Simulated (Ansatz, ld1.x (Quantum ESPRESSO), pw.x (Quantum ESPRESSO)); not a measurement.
# pw.x on fcc C: one setting changed

Potential: norm-conserving Troullier–Martins (Kleinman–Bylander form), ld1.x (Quantum ESPRESSO) 7.5, LDA (PW92); core [He], reference 2s2 2p2; waves: 2s (bound): rc 1.15 bohr; 2p (bound): rc 2.22 bohr; 3d channel at 0.5 Ry: rc 1.70 bohr; local part: all-electron potential smoothed inside 1.45 bohr (lloc = -1); core correction: none.

The reference run (k-mesh 18³, cutoffs 110/440 Ry, Fermi–Dirac 0.01 Ry, mixing_beta 0.4, conv_thr 1e-9, no spin) gives -2.04 GPa at 7.020 Å³/atom, where all-electron LAPW gives -3.87 GPa. This run, with its own iteration cap, changes diagonalization to rmm-davidson.

```
&control
  calculation='scf', prefix='x', pseudo_dir='./', outdir='./tmp', tstress=.true., disk_io='none'
/
&system
  ibrav=0, nat=1, ntyp=1, ecutwfc=110, ecutrho=440, nbnd=9,
  occupations='smearing', smearing='fd', degauss=0.01
/
&electrons
  conv_thr=1e-09, mixing_beta=0.4, electron_maxstep=70, diagonalization='rmm-davidson'
/
ATOMIC_SPECIES
C 1.0 C.UPF
CELL_PARAMETERS angstrom
  0.00000000 1.51973911 1.51973911
  1.51973911 0.00000000 1.51973911
  1.51973911 1.51973911 0.00000000
ATOMIC_POSITIONS crystal
C 0.0000 0.0000 0.0000
K_POINTS automatic
18 18 18 0 0 0
```

```bash
pw.x < C.scf.in > C.scf.out
```

Task: How does the run end?

Result: It converges in 5 iterations; the free energy moves by +0.0 meV/atom and the pressure by +0.00 GPa. The result is that of the reference run.

```
Message from routine setup:
     using ibrav=0 with symmetry is DISCOURAGED, use correct ibrav instead
     lattice parameter (alat)  =       4.0615  a.u.
     unit-cell volume          =      47.3733 (a.u.)^3
     number of electrons       =         4.00
     number of Kohn-Sham states=            9
     kinetic-energy cutoff     =     110.0000  Ry
     charge density cutoff     =     440.0000  Ry
     scf convergence threshold =      1.0E-09
     Exchange-correlation= PW
     number of k points=   195  Fermi-Dirac smearing, width (Ry)=  0.0100
     iteration #  1     ecut=   110.00 Ry     beta= 0.40
     total energy              =     -11.02369435 Ry
     estimated scf accuracy    <       0.00047349 Ry
     iteration #  2     ecut=   110.00 Ry     beta= 0.40
     total energy              =     -11.02368469 Ry
     estimated scf accuracy    <       0.00015850 Ry
     iteration #  3     ecut=   110.00 Ry     beta= 0.40
     total energy              =     -11.02368805 Ry
     estimated scf accuracy    <       0.00000126 Ry
     iteration #  4     ecut=   110.00 Ry     beta= 0.40
     total energy              =     -11.02368813 Ry
     estimated scf accuracy    <          1.3E-09 Ry
     iteration #  5     ecut=   110.00 Ry     beta= 0.40
     the Fermi energy is    11.0298 ev
!    total energy              =     -11.02368814 Ry
     estimated scf accuracy    <          3.2E-10 Ry
     smearing contrib. (-TS)   =      -0.00172922 Ry
     The total energy is F=E-TS. E is the sum of the following terms:
     one-electron contribution =       4.60246635 Ry
     hartree contribution      =       0.33585450 Ry
     xc contribution           =      -3.18859015 Ry
     ewald contribution        =     -12.77168961 Ry
     convergence has been achieved in   5 iterations
          total   stress  (Ry/bohr**3)                   (kbar)     P=      -20.36
     Message from routine punch:
     Nothing written, as per user request (disk_io='none')
```

The run took about 16 s on one core of a shared host (Neoverse-V1, 32 threads, 247 GiB, load 16).
